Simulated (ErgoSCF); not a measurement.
**[AlH4]− (SMILES [H][Al-]([H])([H])[H]), run twice**

Wanted: the energy of [AlH4]−, PBE0/Ahlrichs VDZ.

Program for the calculation: ErgoSCF 3.8.

6 further runs of the same task are left out: 1 that didn't finish, 5 set aside as unsound or not needed.

### 1 The molecule

[AlH4]− has 5 atoms, charge -1, and is taken as a singlet. SMILES: `[H][Al-]([H])([H])[H]`. Geometry: a GFN2-xTB relaxation, a rough one for these elements and not checked as a minimum.

Bond lengths: Al1–H2 1.627 Å, Al1–H3 1.628 Å, Al1–H4 1.628 Å, Al1–H5 1.628 Å. Angles: H2–Al1–H3 109.3°, H2–Al1–H4 109.4°, H2–Al1–H5 109.6°, H3–Al1–H4 109.3°, H3–Al1–H5 109.5°, H4–Al1–H5 109.6°.

### 2 Try one

Contents of run.inp:

```
set_nthreads(1)
molecule_inline Angstrom
Al -0.001450 -0.001080 -0.000010
H  0.012860 -0.019320 1.627070
H  1.530040 0.013000 -0.552880
H  -0.773910 1.334120 -0.520140
H  -0.767540 -1.326720 -0.554050
EOF
tmpdir = "."
scf.use_diagonalization = 1
charge = -1
scf.max_number_of_iterations = 3
scf.output_mulliken_pop = 1
basis = "Ahlrichs-VDZ"
run "PBE0"
```

Launch:

```
$ ergo run.inp
```

The log of the run:

```text
INMA ERGO version 3.8
INMA reading input from file run.inp
INMA Al (charge=13.0) -0.002740 -0.002041 -0.000019
INMA H (charge=1.0) 0.024302 -0.036510 3.074717
INMA H (charge=1.0) 2.891357 0.024566 -1.044792
INMA H (charge=1.0) -1.462478 2.521121 -0.982922
INMA H (charge=1.0) -1.450440 -2.507137 -1.047003
INMA  use_diagonalization := 1
INMA  charge := -1
INMA  max_number_of_iterations := 3
INMA  output_mulliken_pop := 1
INMA  basis := Ahlrichs-VDZ
INMA Basis really set to Ahlrichs-VDZ
INMA running PBE0
INDF      This is a DFT calculation of type: PBE0
INDF Weighted mixed functional:
INDF               HF exchange:    0.25000
INDF                      Pbex:    0.75000
INDF                      PBEC:    1.00000
INMA Running PBE0
INSC SCF_general constructor, number of basis functions: 21
INSC Min internuclear distance:      3.07505 a.u.  =      1.62725 Angstrom
INSC Max internuclear distance:      5.02868 a.u.  =      2.66106 Angstrom
INSC Euclidean norm of overlap matrix =          3.92645183157  (acc 1.49e-08)
INSC Euclidean norm of invCholFactor after truncation =          6.36688745009
INSC Beginning of SCF cycle 1
INDF Grid for charge 13: 39 radial points, 9594 total, r=22.197434
INDF Grid for charge 1: 29 radial points, 2902 total, r=12.621360
INDF Generating Turbo grid Radint = 5e-09 AngInt: [ 6 29 ]
INDF Grid pruned from 21202 to 20713 grid points.
INDF Electrons:  17.9999694  -2e-06: xc energy -7.846997 (serial)
INSC nuclearEnergy, energy_2el, energy = 18.097726, 57.652806, -150.860724
INSC Energy   1 =       -150.86072371162
INSC maxabs FDS-SDF is     14.3
INDE E_HOMO =         -1.02841363681
INDE E_LUMO =         -0.11883212283
INSC Beginning of SCF cycle 2
INDF Electrons:  17.9999879  -7e-07: xc energy -16.190912 (serial)
INSC nuclearEnergy, energy_2el, energy = 18.097726, 137.508144, -240.689340
INSC Energy   2 =       -240.68933958162
INSC maxabs FDS-SDF is    0.504
INSC using DIIS to get combined Fock matrix, number of iters used for DIIS:  2
INDE E_HOMO =          0.18754793835
INDE E_LUMO =          0.42513653889
INSC Beginning of SCF cycle 3
INDF Electrons:  17.9999941  -3e-07: xc energy -14.812173 (serial)
INSC nuclearEnergy, energy_2el, energy = 18.097726, 108.034936, -243.964438
INSC Energy   3 =       -243.96443825721  ( diff     -3.275098675594222 )
INSC maxabs FDS-SDF is    0.488
TISC Main SCF loop took      0.20 usr cpu s       0.00 sys cpu s       0.21 wall s
INSC SCF: dipole_moment_x [atomic units] =      -0.01323153
INSC SCF: dipole_moment_y [atomic units] =      -0.01149869
INSC SCF: dipole_moment_z [atomic units] =       0.00019994
INSC Sum of Mulliken charges (electrons):      18.0000000
INSC Mulliken charge of atom 0 =       2.4682216
INSC Mulliken charge of atom 1 =      -0.8651712
INSC Mulliken charge of atom 2 =      -0.8670965
INSC Mulliken charge of atom 3 =      -0.8678283
INSC Mulliken charge of atom 4 =      -0.8681255
INSC Sum of Mulliken atomic charges:      -1.0000000
```

Standard output:

```text
Inline main molecule with 5 atoms.
```

It took 0.52 s on 1 thread of Arm Neoverse V2, shared host; peak memory 0.26 GiB.

### 3 What went wrong

The run stopped without converging.

The fault: the iteration cap is too low for convergence. To mend it: raise the iteration cap from 3.

### 4 The mended input

Contents of ergo.in:

```
set_nthreads("env")
molecule_inline Angstrom
Al -0.001450 -0.001080 -0.000010
H  0.012860 -0.019320 1.627070
H  1.530040 0.013000 -0.552880
H  -0.773910 1.334120 -0.520140
H  -0.767540 -1.326720 -0.554050
EOF
charge = -1
scf.max_number_of_iterations = 80
scf.output_mulliken_pop = 1
basis = "Ahlrichs-VDZ"
scf.use_diagonalization = 1
tmpdir = "."
run "PBE0"
```

Launch:

```
$ ergo ergo.in
```

The log of the run:

```text
[...]
INDF Weighted mixed functional:
[...]
INSC Energy   1 =       -150.86072371162
[...]
INDE E_LUMO =          0.25574861722
[...]
INSC Energy  11 =       -244.61886676643  ( diff     -0.000000000001705 )
[...]
RESC CONVERGED after  11 iterations.
RESC FINAL ENERGY:       -244.61886676643
[...]
INSC SCF: dipole_moment_x [atomic units] =      -0.00292179
INSC SCF: dipole_moment_y [atomic units] =      -0.00195993
INSC SCF: dipole_moment_z [atomic units] =       0.00044072
[...]
```

Wall time 1.1 s (1 thread of Arm Neoverse V2, shared host); peak memory 0.26 GiB.

### 5 Results

At PBE0/Ahlrichs VDZ:

| quantity | value |
| --- | --- |
| total energy | -244.61887 Eh |

In words: Mulliken charges run from -0.31 on H5 to +0.25 on Al1.
